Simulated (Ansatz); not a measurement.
Molecular dynamics of C3H8N2O

Input file:

```yaml
crystal:
  periodic: [false, false, false]
  atoms:
    - { symbol: C, position_ang: [-0.477546, -1.370903, 1.272314] }
    - { symbol: "N", position_ang: [-0.135489, -1.634846, -0.14899] }
    - { symbol: C, position_ang: [0.609454, -0.508892, -0.759568] }
    - { symbol: "N", position_ang: [-0.19517, 0.752338, -0.810396] }
    - { symbol: C, position_ang: [0.40706, 1.809509, -0.439214] }
    - { symbol: O, position_ang: [-0.227677, 3.039159, -0.457789] }
    - { symbol: H, position_ang: [0.440081, -1.290333, 1.852879] }
    - { symbol: H, position_ang: [-1.053295, -2.211646, 1.655376] }
    - { symbol: H, position_ang: [-1.058918, -0.457326, 1.416153] }
    - { symbol: H, position_ang: [-1.024856, -1.716518, -0.669162] }
    - { symbol: H, position_ang: [1.548394, -0.374209, -0.212425] }
    - { symbol: H, position_ang: [0.849635, -0.791751, -1.790471] }
    - { symbol: H, position_ang: [1.439333, 1.890968, -0.080399] }
    - { symbol: H, position_ang: [-1.134007, 2.83505, -0.799308] }
basis:
  gaussian: { orbitals: STO-3G }
hamiltonian:
  xc: hf
md:
  timestep: 2.5
  n_steps: 120
  ensemble: nvt_nose_hoover
  temperature: 1000.0
  initial_velocities: maxwell_boltzmann
  seed: 701195
  nose_hoover: { tau: 50.0, chain_length: 3 }
```

Run as:

```bash
$ ansatz run input.yaml --threads 1 --pin off --max-ram 2048MiB --backend cpu --events-out ev --progress --plain --runs-dir out
```

It starts from a relaxed structure.

Output, in part (one step line in 2, the closing report, with atoms numbered from 0):

```
md step     0: t =     0.00 fs  T =  1000.0 K  F+E_penalty+E_count = -8113.21759342 eV  E_kin = 1.551120 eV  conserved = -8111.66647343 eV  (29 SCF iters)
md step     2: t =     5.00 fs  T =   481.9 K  F+E_penalty+E_count = -8111.42558550 eV  E_kin = 0.747452 eV  conserved = -8110.67981346 eV  (37 SCF iters)
md step     4: t =    10.00 fs  T =   731.1 K  F+E_penalty+E_count = -8110.79981808 eV  E_kin = 1.133964 eV  conserved = -8109.67760239 eV  (36 SCF iters)
md step     6: t =    15.00 fs  T =   669.5 K  F+E_penalty+E_count = -8106.92159323 eV  E_kin = 1.038504 eV  conserved = -8105.91583479 eV  (34 SCF iters)
md step     8: t =    20.00 fs  T = 25275.2 K  F+E_penalty+E_count = -8094.57800429 eV  E_kin = 39.204849 eV  conserved = -8054.76825997 eV  (35 SCF iters)
md step    10: t =    25.00 fs  T = 81417.5 K  F+E_penalty+E_count = -8087.24739184 eV  E_kin = 126.288354 eV  conserved = -7867.39199536 eV  (47 SCF iters)
md step    12: t =    30.00 fs  T = 58067.4 K  F+E_penalty+E_count = -8085.23582843 eV  E_kin = 90.069437 eV  conserved = -7795.18316265 eV  (51 SCF iters)
md step    14: t =    35.00 fs  T = 25302.5 K  F+E_penalty+E_count = -8081.35842744 eV  E_kin = 39.247177 eV  conserved = -7789.72742614 eV  (201 SCF iters)
md step    16: t =    40.00 fs  T = 39259.2 K  F+E_penalty+E_count = -8071.12665526 eV  E_kin = 60.895800 eV  conserved = -7727.44255182 eV  (41 SCF iters)
md step    18: t =    45.00 fs  T = 65399.7 K  F+E_penalty+E_count = -8078.73501721 eV  E_kin = 101.442831 eV  conserved = -7539.67523964 eV  (74 SCF iters)
md step    20: t =    50.00 fs  T = 23485.3 K  F+E_penalty+E_count = -8077.78786443 eV  E_kin = 36.428468 eV  conserved = -7539.27164995 eV  (92 SCF iters)
md step    22: t =    55.00 fs  T = 10884.9 K  F+E_penalty+E_count = -8077.02202326 eV  E_kin = 16.883713 eV  conserved = -7537.51776640 eV  (71 SCF iters)
md step    24: t =    60.00 fs  T =  6031.8 K  F+E_penalty+E_count = -8074.29446508 eV  E_kin = 9.356030 eV  conserved = -7533.28217730 eV  (59 SCF iters)
md step    26: t =    65.00 fs  T = 30525.6 K  F+E_penalty+E_count = -8059.66970396 eV  E_kin = 47.348793 eV  conserved = -7468.20423726 eV  (64 SCF iters)
md step    28: t =    70.00 fs  T = 65089.2 K  F+E_penalty+E_count = -8054.46573520 eV  E_kin = 100.961184 eV  conserved = -7257.21926705 eV  (139 SCF iters)
md step    30: t =    75.00 fs  T = 21955.7 K  F+E_penalty+E_count = -8055.73870046 eV  E_kin = 34.055941 eV  conserved = -7257.85086602 eV  (71 SCF iters)
md step    32: t =    80.00 fs  T =  9818.5 K  F+E_penalty+E_count = -8057.00213693 eV  E_kin = 15.229607 eV  conserved = -7257.80253643 eV  (61 SCF iters)
md step    34: t =    85.00 fs  T =  5441.4 K  F+E_penalty+E_count = -8058.43760234 eV  E_kin = 8.440197 eV  conserved = -7257.85962364 eV  (61 SCF iters)
md step    36: t =    90.00 fs  T =  3406.6 K  F+E_penalty+E_count = -8059.40759439 eV  E_kin = 5.284031 eV  conserved = -7257.91333605 eV  (62 SCF iters)
md step    38: t =    95.00 fs  T =  2216.7 K  F+E_penalty+E_count = -8059.82495697 eV  E_kin = 3.438422 eV  conserved = -7257.95133082 eV  (212 SCF iters)
md step    40: t =   100.00 fs  T =  1491.5 K  F+E_penalty+E_count = -8059.99418422 eV  E_kin = 2.313436 eV  conserved = -7257.92731919 eV  (51 SCF iters)
md step    42: t =   105.00 fs  T =  1101.1 K  F+E_penalty+E_count = -8060.24803093 eV  E_kin = 1.707894 eV  conserved = -7257.93781723 eV  (50 SCF iters)
md step    44: t =   110.00 fs  T =   903.5 K  F+E_penalty+E_count = -8060.55862197 eV  E_kin = 1.401385 eV  conserved = -7257.96433630 eV  (56 SCF iters)
md step    46: t =   115.00 fs  T =   733.3 K  F+E_penalty+E_count = -8060.73611468 eV  E_kin = 1.137436 eV  conserved = -7257.97925487 eV  (57 SCF iters)
md step    48: t =   120.00 fs  T =   563.4 K  F+E_penalty+E_count = -8060.76339122 eV  E_kin = 0.873859 eV  conserved = -7257.96216256 eV  (47 SCF iters)
md step    50: t =   125.00 fs  T =   446.9 K  F+E_penalty+E_count = -8060.80503077 eV  E_kin = 0.693170 eV  conserved = -7257.95664395 eV  (48 SCF iters)
md step    52: t =   130.00 fs  T =   399.1 K  F+E_penalty+E_count = -8060.91260422 eV  E_kin = 0.618991 eV  conserved = -7257.96213768 eV  (47 SCF iters)
md step    54: t =   135.00 fs  T =   381.1 K  F+E_penalty+E_count = -8061.04778283 eV  E_kin = 0.591067 eV  conserved = -7257.98226838 eV  (48 SCF iters)
md step    56: t =   140.00 fs  T =   339.8 K  F+E_penalty+E_count = -8061.09847562 eV  E_kin = 0.527070 eV  conserved = -7257.97856678 eV  (44 SCF iters)
md step    58: t =   145.00 fs  T =   295.0 K  F+E_penalty+E_count = -8061.11723645 eV  E_kin = 0.457540 eV  conserved = -7257.96943646 eV  (47 SCF iters)
md step    60: t =   150.00 fs  T =   289.2 K  F+E_penalty+E_count = -8061.19016977 eV  E_kin = 0.448621 eV  conserved = -7257.96747694 eV  (45 SCF iters)
md step    62: t =   155.00 fs  T =   320.6 K  F+E_penalty+E_count = -8061.32807626 eV  E_kin = 0.497306 eV  conserved = -7257.97902011 eV  (45 SCF iters)
md step    64: t =   160.00 fs  T =   361.5 K  F+E_penalty+E_count = -8061.46926102 eV  E_kin = 0.560756 eV  conserved = -7257.98059733 eV  (46 SCF iters)
md step    66: t =   165.00 fs  T =   415.1 K  F+E_penalty+E_count = -8061.62655790 eV  E_kin = 0.643853 eV  conserved = -7257.97644044 eV  (46 SCF iters)
md step    68: t =   170.00 fs  T =   553.5 K  F+E_penalty+E_count = -8061.91684062 eV  E_kin = 0.858487 eV  conserved = -7257.96333550 eV  (45 SCF iters)
md step    70: t =   175.00 fs  T =  1116.3 K  F+E_penalty+E_count = -8062.86954782 eV  E_kin = 1.731458 eV  conserved = -7257.90841715 eV  (45 SCF iters)
md step    72: t =   180.00 fs  T =  6871.2 K  F+E_penalty+E_count = -8071.34145518 eV  E_kin = 10.658124 eV  conserved = -7256.83260082 eV  (43 SCF iters)
md step    74: t =   185.00 fs  T =  7618.5 K  F+E_penalty+E_count = -8064.04249227 eV  E_kin = 11.817222 eV  conserved = -7245.16333489 eV  (45 SCF iters)
md step    76: t =   190.00 fs  T =  3789.7 K  F+E_penalty+E_count = -8061.50490218 eV  E_kin = 5.878235 eV  conserved = -7245.79866346 eV  (45 SCF iters)
md step    78: t =   195.00 fs  T =  2410.6 K  F+E_penalty+E_count = -8061.11871194 eV  E_kin = 3.739103 eV  conserved = -7245.80815974 eV  (69 SCF iters)
md step    80: t =   200.00 fs  T =  1585.4 K  F+E_penalty+E_count = -8060.95669725 eV  E_kin = 2.459166 eV  conserved = -7245.81372915 eV  (45 SCF iters)
md step    82: t =   205.00 fs  T =  1071.4 K  F+E_penalty+E_count = -8060.86372844 eV  E_kin = 1.661825 eV  conserved = -7245.81606177 eV  (45 SCF iters)
md step    84: t =   210.00 fs  T =   738.6 K  F+E_penalty+E_count = -8060.79199276 eV  E_kin = 1.145616 eV  conserved = -7245.81425967 eV  (45 SCF iters)
md step    86: t =   215.00 fs  T =   520.9 K  F+E_penalty+E_count = -8060.74165112 eV  E_kin = 0.808039 eV  conserved = -7245.81399524 eV  (45 SCF iters)
md step    88: t =   220.00 fs  T =   379.9 K  F+E_penalty+E_count = -8060.71288133 eV  E_kin = 0.589283 eV  conserved = -7245.81552774 eV  (45 SCF iters)
md step    90: t =   225.00 fs  T =   286.1 K  F+E_penalty+E_count = -8060.69526469 eV  E_kin = 0.443713 eV  conserved = -7245.81709150 eV  (45 SCF iters)
md step    92: t =   230.00 fs  T =   218.2 K  F+E_penalty+E_count = -8060.67588174 eV  E_kin = 0.338429 eV  conserved = -7245.81636278 eV  (45 SCF iters)
md step    94: t =   235.00 fs  T =   167.4 K  F+E_penalty+E_count = -8060.65593669 eV  E_kin = 0.259645 eV  conserved = -7245.81509892 eV  (45 SCF iters)
md step    96: t =   240.00 fs  T =   131.9 K  F+E_penalty+E_count = -8060.64320366 eV  E_kin = 0.204552 eV  conserved = -7245.81549221 eV  (46 SCF iters)
md step    98: t =   245.00 fs  T =   108.2 K  F+E_penalty+E_count = -8060.63747757 eV  E_kin = 0.167781 eV  conserved = -7245.81691014 eV  (45 SCF iters)
md step   100: t =   250.00 fs  T =    90.7 K  F+E_penalty+E_count = -8060.63225017 eV  E_kin = 0.140712 eV  conserved = -7245.81750200 eV  (45 SCF iters)
md step   102: t =   255.00 fs  T =    75.8 K  F+E_penalty+E_count = -8060.62364784 eV  E_kin = 0.117561 eV  conserved = -7245.81667662 eV  (46 SCF iters)
md step   104: t =   260.00 fs  T =    63.8 K  F+E_penalty+E_count = -8060.61530653 eV  E_kin = 0.098898 eV  conserved = -7245.81602736 eV  (46 SCF iters)
md step   106: t =   265.00 fs  T =    56.2 K  F+E_penalty+E_count = -8060.61172543 eV  E_kin = 0.087195 eV  conserved = -7245.81651729 eV  (46 SCF iters)
md step   108: t =   270.00 fs  T =    52.0 K  F+E_penalty+E_count = -8060.61122065 eV  E_kin = 0.080726 eV  conserved = -7245.81731076 eV  (45 SCF iters)
md step   110: t =   275.00 fs  T =    48.5 K  F+E_penalty+E_count = -8060.60877550 eV  E_kin = 0.075262 eV  conserved = -7245.81701637 eV  (46 SCF iters)
md step   112: t =   280.00 fs  T =    44.9 K  F+E_penalty+E_count = -8060.60422479 eV  E_kin = 0.069588 eV  conserved = -7245.81638417 eV  (48 SCF iters)
md step   114: t =   285.00 fs  T =    42.7 K  F+E_penalty+E_count = -8060.60112891 eV  E_kin = 0.066198 eV  conserved = -7245.81632883 eV  (55 SCF iters)
md step   116: t =   290.00 fs  T =    43.5 K  F+E_penalty+E_count = -8060.60250730 eV  E_kin = 0.067530 eV  conserved = -7245.81732338 eV  (56 SCF iters)
md step   118: t =   295.00 fs  T =    45.9 K  F+E_penalty+E_count = -8060.60397853 eV  E_kin = 0.071121 eV  conserved = -7245.81747508 eV  (48 SCF iters)
md step   120: t =   300.00 fs  T =    47.9 K  F+E_penalty+E_count = -8060.60263731 eV  E_kin = 0.074291 eV  conserved = -7245.81673534 eV  (356 SCF iters)
Total energy: -8060.60263731 eV, -296.2216832484 hartree
Atom 0 at     0.475196    -2.266904     1.544969 Å, force    -0.242047    -0.516047    -0.507885 eV/Å
Atom 1 at     0.074303    -3.056511     0.772474 Å, force     0.162048     0.353225     0.333789 eV/Å
Atom 2 at     0.725384    -0.012136    -1.375225 Å, force    -0.139108    -0.050054    -0.033248 eV/Å
Atom 3 at    -0.330162    -0.187862    -1.805714 Å, force     0.081134     0.021120     0.014375 eV/Å
Atom 4 at    -0.788027     3.630749    -0.207306 Å, force     0.298368    -0.075523    -0.027799 eV/Å
Atom 5 at     0.308072     3.309143    -0.319646 Å, force    -0.302521     0.066733     0.025521 eV/Å
Atom 6 at     4.593761     1.110436     6.973083 Å, force     0.016724     0.003194    -0.002506 eV/Å
Atom 7 at    -6.381597   -19.595750     5.091967 Å, force     0.003389     0.005824    -0.009224 eV/Å
Atom 8 at   -20.385673    25.160031     2.278496 Å, force     0.008260    -0.018379    -0.003325 eV/Å
Atom 9 at    -0.285632    -3.727335     0.099756 Å, force     0.081035     0.166176     0.169638 eV/Å
Atom 10 at     1.702274     0.144350    -0.969901 Å, force     0.061118     0.034390     0.025619 eV/Å
Atom 11 at     1.066064    -6.795388   -15.180038 Å, force    -0.003389    -0.005824     0.009224 eV/Å
Atom 12 at    24.452222     4.916284     4.015229 Å, force    -0.016756    -0.003212     0.002495 eV/Å
Atom 13 at   -12.791548     8.262476    -0.778543 Å, force    -0.008256     0.018377     0.003325 eV/Å
Dipole moment:     0.273718    -0.300310    -0.141206 e Å
```

All steps were run. The conserved energy changed by up to 62000 meV per atom, so the integration failed: the time step of 2.5 fs is too long for the fastest motions that this run met, and the later frames carry no physical meaning.

Parted: C1–H7 1.09 → 7.60 Å, C1–H8 1.09 → 18.97 Å, C1–H9 1.09 → 34.47 Å, N2–C3 1.48 → 3.78 Å, C3–H12 1.10 → 15.39 Å, N4–C5 1.27 → 4.16 Å. It ends as CO + H + H + H + H + H + H + HCN (or HNC) + HCN (or HNC). Pairs count as bonded within 1.25 times the sum of covalent radii (0.12 Å more for H–H).

Last frame:

```xyz
14
Properties=species:S:1:pos:R:3
C 0.475 -2.267 1.545
N 0.074 -3.057 0.772
C 0.725 -0.012 -1.375
N -0.330 -0.188 -1.806
C -0.788 3.631 -0.207
O 0.308 3.309 -0.320
H 4.594 1.110 6.973
H -6.382 -19.596 5.092
H -20.386 25.160 2.279
H -0.286 -3.727 0.100
H 1.702 0.144 -0.970
H 1.066 -6.795 -15.180
H 24.452 4.916 4.015
H -12.791 8.262 -0.778
```

The run took 74 s on 1 thread of Arm Neoverse V2 (shared host), peak memory 0.1 GiB.
